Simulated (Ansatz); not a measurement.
A made-up structure of CH₂OS, closed shell:

```
5
angstrom
O -0.7898 -0.6851 1.1791
C -0.4857 -0.4051 -0.0926
S 0.9506 0.8105 -0.7068
H -1.0862 -0.8890 -1.0612
H 1.4110 1.1687 0.6815
```

It is relaxed with PBE-D4/def2-SVP and then PBE0-D4/def2-TZVP (Ansatz 0.2.0). Atoms count as bonded within 1.22 times the sum of their covalent radii (H–H: 0.88 Å). The end point is not checked to be a true minimum.

Does its bonding change? (Judge from chemistry; the calculation decides.)

The calculation gives: No: no bond forms or breaks.

Where it ends: The first stage lowers the energy by 1.25 eV in 6 steps. It ends as CH₂OS ([O][CH][SH]):
```xyz
5
angstrom
O -0.7051 -0.6116 1.0528
C -0.4336 -0.3617 -0.0827
S 0.8488 0.7237 -0.6311
H -0.9699 -0.7938 -0.9475
H 1.2599 1.0435 0.6084
```

Labels in which every atom is bracketed show which atoms are joined, not bond orders.

For scale, one of the runs: PBE0-D4/def2-TZVP relaxation, 111 basis functions, launched by `ansatz run in.yaml --threads 2 --pin off --events-out ev --progress --plain --max-ram 4352MiB`. Hardware: 2 CPU threads of an Arm Neoverse V1, shared host. Wall time about 12 s.
